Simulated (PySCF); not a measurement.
Calculated properties of `C[CH]C#C` [radical]

Species: C₄H₅ (doublet state).
Bonds: C1–C2 (triple), C2–C3, C3–C4. Hydrogens: H5 on C1; H6 on C3; H7, H8, H9 on C4.

PBE0-D3(BJ)/def2-SVP geometry optimisation, gas phase (PySCF):

| Property | Result |
| --- | --- |
| Rotational constants A, B, C | 38.735, 4.403, 4.053 GHz |
| Dipole moment | 0.60 D |

UKS B3LYP, IGLO-III on C, pcH-1 on H, non-relativistic, mean-field spin-orbit, GIAO (PySCF):

| Item | Value |
| --- | --- |
| Isotropic g value | 2.00272 |
| Principal g values | 2.00220, 2.00282, 2.00314 |
| Spin squared ⟨S²⟩ | 0.770 |
| Largest Mulliken spin population | 0.77 on C3 |
| Largest isotropic hyperfine couplings (means over sets of like nuclei) | 13C +64.5 (C3), 13C -64.2 (C2), 1H +58.3 (H7/H8/H9), 1H -53.3 (H6), 13C +43.4 (C1) MHz |

Monoisotopic mass from the formula: 53.0391 u.

With B = h/(8π²I), that is 505.379 GHz u Å² over I, the principal moments of inertia are 13.0, 114.8 and 124.7 u Å² (most abundant isotopes); the inertial defect Ic − Ia − Ib is -3.1 u Å² (zero for a rigid planar frame, negative otherwise). ⟨S²⟩ is 0.020 above the pure-spin value S(S + 1) = 0.75. In atomic units the dipole is 0.24 e·bohr (1 au = 2.5417 D). The rotational constants make it an asymmetric top with κ = (2B − A − C)/(A − C) = -0.98, nearer the prolate limit (−1). g_iso is shifted by about +400 ppm from the free-electron value 2.002319; the principal values span 0.0009.

Couplings of like nuclei are plain means over topologically equivalent atoms, as if these changed places fast (by rotation of a methyl-like group, say); in this geometry the members of some sets differ.

For the geometry optimisation (PBE0-D3(BJ)/def2-SVP), time: 17 s. Hardware: one thread of an x86-64 server, shared host.
